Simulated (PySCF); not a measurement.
## Levels of Li from EOM-EA-GCCSD

Reference: closed-shell Li⁺, 1s2; one electron is added. Calculated with PySCF 2.14, two-component X2C-1e with screened spin-orbit coupling, an uncontracted even-tempered set (18 s from 0.0085 bohr⁻², ratio 2.6; 11 p from 0.011 bohr⁻², ratio 2.6; 8 d from 0.011 bohr⁻², ratio 2.8; 3 f from 2 bohr⁻², ratio 2.8); frozen nothing; the 30 highest virtual spinors dropped; of the others 52 kept and the rest restored at second order. No Breit or QED terms. Binding energies in eV.

| level | Koopmans | second order | EOM-CCSD | NIST |
| --- | --- | --- | --- | --- |
| 2s1/2 | 5.342 | 5.385 | 5.387 | 5.392 |
| 2p1/2 | 3.500 | 3.536 | 3.538 | 3.544 |
| 2p3/2 | 3.500 | 3.536 | 3.537 | 3.544 |
| 3d3/2 | 1.507 | 1.507 | 1.507 | 1.513 |
| 3d5/2 | 1.507 | 1.507 | 1.507 | 1.513 |

Electric-dipole lines between these computed levels:

```tsv
lower	upper	ΔE (eV)	vacuum wavelength (nm)
2s1/2	2p1/2	1.849	670.4
2s1/2	2p3/2	1.850	670.4
2p1/2	3d3/2	2.030	610.7
2p3/2	3d3/2	2.030	610.8
2p3/2	3d5/2	2.030	610.8
```

Only part of the computed levels is shown.

The screened spin-orbit operator tends to give fine-structure splittings of light species too large.

The highest levels are limited by the diffuse functions of the basis.
